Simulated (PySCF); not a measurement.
Core-level binding energies of ethynylaluminium

Ethynylaluminium, C2HAl (singlet state).
Atom-mapped SMILES: `[CH:1]#[C:2][Al:3]`

Level of theory: delta-SCF UKS SCAN, pcX-2 on the ionised atom, pcseg-1 elsewhere, spin-free X2C (PySCF 2.14.0). Binding energies are ΔSCF values: E(core-ionised, relaxed orbitals) − E(ground state) at a fixed geometry, referred to the vacuum level.

Q: List the computed XPS lines with their assignment.

A: 
```tsv
atom(s)	bonded to	level	binding energy (eV)	above the level's lowest (eV)	count
C1	C (triple bond) and H	C 1s	290.55	+0.82	1
C2	C (triple bond) and Al	C 1s	289.73	0.00	1
Al3	C	Al 1s	1567.84	0.00	1
```

The listed C 1s values span 0.82 eV, from C2 (bonded to C (triple bond) and Al) to C1 (bonded to C (triple bond) and H). Summing the Pauling electronegativity differences to the bonded atoms, each weighted by its formal bond order, gives -0.94 for the lowest site and -0.35 for the highest.

Q: What is the longest wavelength that can ionise C 1s of C2 vertically?

A: λ = hc/E = 12398.42 eV Å / 289.73 eV = 42.793 Å.

Q: Which effective nuclear charge Zeff reproduces each element's mean 1s value in the hydrogen-like formula E = 13.606 eV × Zeff²?

A: C (Z = 6): mean 290.1 eV, Zeff = 4.62, Z − Zeff = 1.38; Al (Z = 13): mean 1567.8 eV, Zeff = 10.73, Z − Zeff = 2.27. Means run over the listed sites, weighted by atom count.

The unrestricted hole states depart most from a pure doublet (⟨S²⟩ = 0.75; over 0.85 named) for C 1s of C1 (0.87) and C 1s of C2 (0.87), which makes these values less certain. Isolated species at its PBE0-D3(BJ)/def2-SVP geometry, gas phase.

On an Arm Neoverse V1 with one thread, shared host, this took 7.5 s wall.
